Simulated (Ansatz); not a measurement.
Question: Name a neutral molecule of O, P and H with LUMO energy (ωB97M-V/def2-TZVPP) between 1.55 and 1.85 eV and size of the dipole moment (PBE/def2-TZVPP) between 0.35 and 0.65 D (Ansatz, PBE0-D4/def2-TZVP geometry).

Answer: `O=P(O)(O)O` (1.74 eV, 0.43 D). Other molecules can fit too; these were computed, each in one conformer that needn't be the lowest.
